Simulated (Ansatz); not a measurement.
# Sn (Sn, beta-Sn (white tin)): the cost of one run

Computed with Ansatz 0.2.0 (DFT BLYP, plane waves (420 eV) with PAW, scalar-relativistic; PAW files made under PBE, frozen cores solved again for the functional, unless a step says otherwise).

## 1. The structure to begin with

It takes space group I4_1/amd (No. 141, tetragonal). The conventional cell has a = 5.831 Å, b = 5.831 Å, c = 3.181 Å, α = 90.00°, β = 90.00°, γ = 90.00°. Around Sn (site symmetry -4m2) lie 6 Sn at 3.02 to 3.18 Å.

As a file:

```xyz
2
Lattice="-2.9157 2.9157 1.5906 2.9157 -2.9157 1.5906 2.9157 2.9157 -1.5906" Properties=species:S:1:pos:R:3 pbc="T T T"
Sn    0.0000    0.0000    0.0000
Sn    0.0000    2.9157    0.7953
```

## 2. Geometry optimisation

Input file input.yaml:

```yaml
crystal:
  lattice:
    - [-2.91573, 2.91573, 1.59064]
    - [2.91573, -2.91573, 1.59064]
    - [2.91573, 2.91573, -1.59064]
  atoms:
    - { symbol: Sn, position: [0.0, 0.0, 0.0] }
    - { symbol: Sn, position: [0.75, 0.25, 0.5] }
hamiltonian:
  xc: blyp
  pseudopotentials:
    kind: paw
    azcp:
      Sn: "pseudopotentials/Sn.paw.azcp"
basis:
  ecutwfc: 420
  fft_grid_basis: typed
kpoints:
  mp_grid: { grid: [11, 11, 8], shift: [0, 0, 0] }
magnetization:
  spin_polarized: false
scf:
  occupations: { method: fermi_dirac, width: 0.1 }
relax:
  max_steps: 60
  f_tol: 0.01
  cell: {}
```

Q: Estimate wall time and peak memory on 4 threads of an Arm CPU, shared host.

About 27 s, with a peak of 0.56 GiB.
